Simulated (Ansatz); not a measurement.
**CHOSi+ (triplet): the correlation ladder, def2-TZVPP**

One table from this session's results is given with a row withheld; the runs are named, their logs left out.

The runs use Ansatz 0.2.0, Gaussian basis; def2-TZVPP, core rule «outside noble gas», up to 7 orbitals frozen.

Plan: UHF; ROHF; CCSD(T) on UHF.

### The system

The geometry is a PBE0/def2-TZVP stationary point (not a proven minimum) of the parent state, kept for this charge and spin.

4 atoms, charge 1, spin multiplicity 3.

Atoms are counted from 1 here; the program's logs count them from 0.

Bond lengths: C1–O2 1.286 Å, C1–H4 1.089 Å, O2–Si3 1.707 Å. Angles: O2–C1–H4 123.9°, C1–O2–Si3 134.6°.

The first run:

in.yaml

```yaml
crystal:
  periodic: [false, false, false]
  atoms:
    - {symbol: C, position_ang: [0.000000, -0.310298, 1.646633]}
    - {symbol: O, position_ang: [0.000000, 0.351816, 0.544141]}
    - {symbol: Si, position_ang: [0.000000, -0.073198, -1.108628]}
    - {symbol: H, position_ang: [0.000000, 0.152652, 2.632314]}
basis:
  gaussian: {orbitals: def2-TZVPP}
total_charge: 1
magnetization: {spin_polarized: true, initial_magnetization: 2}
hamiltonian: {xc: hf}
output: {orbitals: {seedname: orbitals}}
```

Launch:

```bash
ansatz run in.yaml --threads 1 --pin off --events-out ev --progress --plain --max-ram 4096MiB --backend cpu
```

Among the steps run: UHF; ROHF; CCSD(T) on UHF.

One of the session's tables, all rows but one given; the rest of the session is left out.

| method | from UCCSD(T) (meV) |
| --- | --- |
| ROHF | +12621.2 |
| UHF | +12439.5 |
| UMP2 | +1233.9 |
| UCCSD | ? |
| UCCSD(T) | 0 |

Q: Estimate the row for UCCSD from the others.

As computed: from UCCSD(T) (meV): +559.9. In the column «from UCCSD(T) (meV)» it lies between UCCSD(T) (0) and UMP2 (+1233.9).
